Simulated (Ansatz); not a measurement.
Relaxed structures of C$_{2}$H$_{7}$Si (charge -1), singlet (PBE0-D4/def2-TZVPD; forces vanish, vibrations not checked; lower isomers may exist, and structures with a doubtful reference or unclear bonds are left out; Å). Program: Ansatz 0.2.0. Basis: def2-TZVPPD. Cores are frozen in the correlated methods.

(1) Rank them by CCSD(T) energy, lowest first, and give each one's height above the lowest. Links in brackets join atoms within 1.22 times the sum of their covalent radii (1.1 for two metals). (To be estimated.)
A.
C₂H₇Si ([CH2]1[CH2][SiH3]1), total charge -1
```
10
angstrom
C -1.1134 0.0472 -0.3294
Si 0.4798 -0.7520 0.5879
C 0.2617 0.7886 -0.4229
H -1.4907 -0.3054 -1.2962
H -1.8867 0.6181 0.1972
H 0.3187 1.7661 0.0625
H 0.7109 0.8510 -1.4172
H 0.5009 -2.0704 -0.1612
H -0.0730 -0.7341 1.9999
H 2.0026 -0.8837 1.0733
```
B.
C₂H₇Si ([CH2][SiH2][CH3]), total charge -1
```
10
angstrom
C -1.6060 0.3882 -0.5821
Si 0.1268 0.5677 -0.2638
C 0.9090 -0.8540 0.7428
H -1.9771 -0.4266 -1.2066
H -2.2247 1.2842 -0.6356
H 0.4088 1.8370 0.5130
H 1.1899 0.6605 -1.3825
H 0.7476 -1.8036 0.2190
H 0.4355 -0.9355 1.7260
H 1.9903 -0.7178 0.8698
```
C.
C₂H₇Si ([CH3][CH2][SiH2]), total charge -1
```
10
angstrom
C 0.1654 0.4634 -0.0560
Si -1.7899 0.2807 -0.1394
C 0.8300 -0.7305 0.6160
H -1.8284 -0.7249 -1.3162
H -2.0520 1.5099 -1.0397
H 0.3855 1.3735 0.5188
H 0.5975 0.6141 -1.0533
H 0.6451 -1.6484 0.0456
H 0.4090 -0.8954 1.6149
H 1.9201 -0.6264 0.7237
```

No T1 diagnostic of these runs exceeds 0.013.

## Answers

(1) Computed: C (0.0 kJ/mol), B (14.6 kJ/mol), A (130.7 kJ/mol). Heights count from the lowest.

For scale, one of the runs: CCSD(T)/def2-TZVPPD, 241 basis functions, launched by `ansatz run in.yaml --threads 2 --pin off --events-out ev --progress --plain --max-ram 4352MiB`. Hardware: 2 CPU threads of an Intel Xeon Platinum 8259CL, shared host. Wall time 6.5 min; peak host memory 1.9 GiB.
